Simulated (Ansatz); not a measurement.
CaSi2Au2: computed properties

Computed with Ansatz 0.2.0, DFT r2SCAN, scalar-relativistic, plane waves, PAW.

Cutoff 500 eV; k points 12×12×12 on the computed 5-atom cell (Γ-centred); Gaussian smearing, width 0.10 eV; no spin polarisation.

The structure is relaxed at this level of theory with its symmetry kept. Whether it is the stable form of this composition wasn't checked.

Space group I4/mmm (No. 139). a = 4.325 Å, b = 4.325 Å, c = 10.070 Å, α = 90.00°, β = 90.00°, γ = 90.00°
| atom | site | symmetry | x | y | z |
| --- | --- | --- | --- | --- | --- |
| Ca | 2a | 4/mmm | 0.0000 | 0.0000 | 0.0000 |
| Si | 4e | 4mm | 0.0000 | 0.0000 | 0.3853 |
| Au | 4d | -4m2 | 0.0000 | 0.5000 | 0.2500 |

- Space group: I4/mmm (No. 139)
- Volume per atom: 18.84 Å³
- Formation energy from the elements' standard states (uncorrected): -0.509 eV/atom
- Generalised Kohn–Sham band gap: none (metal)
- Density of states at the Fermi level: 1.23 states/eV per cell
- Löwdin character within 0.5 eV of the Fermi level: Si 3p 53 %, Au 5d 15 %, unprojected 20 %
- Bader charges (e): Ca (1 in the cell) 1.44, Si (2 in the cell) 0.16, Au (2 in the cell) -0.88

Spin-orbit coupling is left out, which matters for the bands of heavy elements.

Cost: 1 run of about 5.1 core-minutes, on Arm Neoverse V1 (shared hosts).